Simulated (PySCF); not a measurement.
How the method moves the HOMO and LUMO of C2H5F

Compound: C2H5F.
Atom-mapped SMILES: `[CH3:1][CH2:2][F:3]` (hydrogens: H4, H5, H6 on C1; H7, H8 on C2)

Structure used (PBE0-D3(BJ)/def2-SVP), in Å, numbered top down from 1:
```
atom  x, y, z in Å
C1     0.762    0.079    0.055
C2    -0.729   -0.128   -0.019
F3    -1.314    0.876   -0.752
H4     1.234   -0.722    0.645
H5     1.205    0.075   -0.951
H6     0.996    1.043    0.530
H7    -1.181   -0.128    0.989
H8    -0.973   -1.093   -0.498
```

Basis pcSseg-2 throughout (PySCF), one geometry. Isolated species at its PBE0-D3(BJ)/def2-SVP geometry, gas phase.

**Question.** How do the orbital energies, the gap and the dipole change with the method?

**Answer.** 
```
   method                    kind  HOMO (eV)  LUMO (eV)  gap (eV)  μ (D)  SCF cycles
      KT3                     GGA      -7.89      -0.18      7.71   1.75          14
    B97-2           global hybrid      -9.07       0.74      9.82   1.86          12
CAM-B3LYP  range-separated hybrid     -10.85       1.33     12.18   1.94          12
BHandHLYP           global hybrid     -10.95       1.16     12.12   1.99          12
  wB97X-D  range-separated hybrid     -11.27       2.42     13.69   1.89          12
  LC-wPBE  range-separated hybrid     -12.16       2.47     14.63   1.93          12
```

The HOMO spans 4.27 eV, from KT3 down to LC-wPBE, and the gap runs from 7.71 eV (KT3) to 14.63 eV (LC-wPBE). Over the methods KT3 (0 %), B97-2 (21 %), BHandHLYP (50 %), a straight line through the gap against the share of exact exchange rises by 0.88 eV for each 10 % (correlation coefficient 0.998). The dipole ranges from 1.75 D (KT3) to 1.99 D (BHandHLYP). This basis has no diffuse functions.

Reference dipole: 1.96 D (measured, gas; NIST CCCBDB Release 22 (SRD 101), experimental dipoles); nearest here: CAM-B3LYP (1.94 D), LC-wPBE (1.93 D) and BHandHLYP (1.99 D). 

The vertical ΔSCF ionisation energy at B3LYP/def2-SVPD is 12.04 eV; −ε(HOMO) comes closest to it with LC-wPBE (12.16 eV).
